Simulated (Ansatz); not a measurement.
A CCSD(T) single point on `B[O]` radical.

```yaml
crystal:
  periodic: [false, false, false]
  atoms:
    - {symbol: B, position_ang: [-0.001051, -0.010288, -0.015130]}
    - {symbol: O, position_ang: [1.025286, -0.340806, 0.676880]}
    - {symbol: H, position_ang: [-1.052622, -0.587743, 0.151623]}
    - {symbol: H, position_ang: [0.083887, 0.878536, -0.833572]}
basis:
  gaussian: {orbitals: cc-pV(T+d)Z}
magnetization: {spin_polarized: true, initial_magnetization: 1}
correlation: {method: ccsd_t}
scf: {omitted_lower_state_checks: [cluster_reference]}
output: {orbitals: {seedname: orbitals}}
```

```sh
$ ansatz run in.yaml --threads 2 --pin off --events-out ev --progress --plain
```

The program prints (abridged):

```
Functional definition: HF
513 factors; integrals over basis functions are off by at most 5.8e-4 eV
mean field evaluation 1: about -2736.5807 eV, gradient 2.6e1 eV
mean field evaluation 2: about -2736.5817 eV, gradient 2.6e1 eV
mean field evaluation 4: about -2740.5295 eV, gradient 4.9e0 eV
mean field evaluation 8: about -2741.2619 eV, gradient 2.3e-1 eV
mean field evaluation 16: about -2741.2508 eV, gradient 7.9e-1 eV
mean field -2741.26229134 eV, -100.7395311123 hartree, gradient 2.8e-6 eV, S^2 0.767874; 4 other end points of the search recorded, 0 dependent functions left out
2 core orbitals not correlated: weight in the atoms' cores, before any rotation towards them, 1.000 or more for the frozen orbitals, at most 0.000 for the correlated occupied ones
reference -2741.26229134 eV, -100.7395311123 hartree; 6, 5 occupied and 80, 81 virtual orbitals, 513 factors
second order -8.05492330 eV of doubles, -0.00000000 eV of singles
cycle   1  -8.44924831 eV  change   -3.9e-1 eV  update   8.1e-2
cycle   2  -8.73275083 eV  change   -2.8e-1 eV  update   3.2e-2
cycle   3  -8.83385782 eV  change   -1.0e-1 eV  update   2.8e-2
cycle   4  -8.85636895 eV  change   -2.3e-2 eV  update   1.6e-2
cycle   5  -8.86902527 eV  change   -1.3e-2 eV  update   5.0e-3
cycle   6  -8.87124304 eV  change   -2.2e-3 eV  update   1.7e-3
cycle   7  -8.87051467 eV  change    7.3e-4 eV  update   5.9e-4
cycle   8  -8.87098490 eV  change   -4.7e-4 eV  update   2.9e-4
cycle   9  -8.87085908 eV  change    1.3e-4 eV  update   1.0e-4
cycle  10  -8.87086392 eV  change   -4.8e-6 eV  update   4.1e-5
cycle  11  -8.87088371 eV  change   -2.0e-5 eV  update   1.4e-5
cycle  12  -8.87087527 eV  change    8.4e-6 eV  update   5.3e-6
perturbative correction -0.31068050 eV, -0.0114172977 hartree
Total energy: -2750.44384710 eV, -101.0769470632 hartree
Checks for a lower state left out: cluster_reference
```

Run time 3.4 s (2 threads of a server CPU on a shared host); peak host memory 0.48 GiB.

The correlation energy is -9.182 eV, 3.4 % of it from (T); the T1 diagnostic reads 0.0402.
